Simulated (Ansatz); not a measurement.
Born–Oppenheimer molecular dynamics of CH$_{6}$Si$_{2}$ (9 atoms, charge 0, multiplicity 1). It starts from a rough guess of a transition structure, not a stationary point.

Level of theory: Ansatz 0.2.0, UKS B3LYP-D4/6-31G.

| Item | Value |
| --- | --- |
| ensemble | NVE (velocity Verlet) |
| time step | 0.5 fs |
| steps asked | 150 |
| starting velocities drawn for | 300 K |
| seed | 937941 |

First frame:

```xyz
9
Properties=species:S:1:pos:R:3
C -0.306 0.871 0.332
Si 0.832 -1.000 -0.073
Si -0.577 -0.337 -1.641
H -1.863 -0.994 -1.199
H 0.035 0.899 1.366
H -1.389 0.923 0.380
H 0.083 1.769 -0.140
H 1.006 -1.704 1.217
H 2.180 -0.428 -0.242
```

Problem. How far do the bonds stretch over the last three quarters of this one trajectory? (Pairs bonded in most of those frames.)

Solution. 
| bond | mean (Å) | spread (Å) | shortest | longest |
| --- | --- | --- | --- | --- |
| C1–Si2 | 1.975 | 0.030 | 1.94 | 2.06 |
| C1–H5 | 1.099 | 0.021 | 1.06 | 1.13 |
| C1–H6 | 1.100 | 0.014 | 1.07 | 1.13 |
| C1–H7 | 1.102 | 0.043 | 1.03 | 1.16 |
| Si2–Si3 | 2.477 | 0.046 | 2.38 | 2.54 |
| Si2–H8 | 1.520 | 0.033 | 1.46 | 1.57 |
| Si2–H9 | 1.514 | 0.030 | 1.46 | 1.57 |
| Si3–H4 | 1.565 | 0.039 | 1.51 | 1.62 |

Mean temperature of the second half: 736 K. The conserved energy stayed within 0.2 meV per atom of its start (net change -0.0066 meV per atom), so the integration is sound. The system heated up, since it started high on the potential surface and ran downhill. A run of 0.075 ps of so small a system gives no equilibrium averages. The orbitals stay closed-shell, which can raise the energy where a bond breaks towards radicals; this wasn't checked here. Limits of this set-up: no polarisation functions.

The run took 20 min on 1 CPU thread of a shared host.
